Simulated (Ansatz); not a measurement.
Born–Oppenheimer molecular dynamics of FH3Si (5 atoms, charge 0, multiplicity 1). It starts from a relaxed structure.

Method: RKS PBE/def2-SVP in Ansatz 0.2.0.

* ensemble: NVE (velocity Verlet)
* time step: 0.5 fs
* steps asked: 250
* starting velocities drawn for: 3000 K
* masses: H 3.016 u
* seed: 409025

First frame:

```xyz
5
Properties=species:S:1:pos:R:3
Si 0.000 0.000 -0.012
F 0.000 0.000 1.627
H 1.422 0.000 -0.494
H -0.711 1.231 -0.494
H -0.711 -1.231 -0.494
```

Question: How far do the bonds stretch over the last three quarters of this one trajectory? (Pairs bonded in most of those frames.)

Answer: 
| bond | mean (Å) | spread (Å) | shortest | longest |
| --- | --- | --- | --- | --- |
| Si1–F2 | 1.645 | 0.039 | 1.58 | 1.71 |
| Si1–H3 | 1.573 | 0.195 | 1.28 | 1.85 |
| Si1–H4 | 1.511 | 0.017 | 1.47 | 1.55 |
| Si1–H5 | 1.506 | 0.021 | 1.47 | 1.54 |

Mean temperature of the second half: 1561 K. The conserved energy stayed within 0.61 meV per atom of its start (net change 0.31 meV per atom), so the integration is sound. Over the second half the temperature averaged 0.52 of the 3000 K drawn at the start: a run that starts near a minimum puts about half its kinetic energy into the potential. A run of 0.12 ps of so small a system gives no equilibrium averages.

The run took 3.3 min on 1 thread of Arm Neoverse V1, on a shared host, peak memory 0.085 GiB.
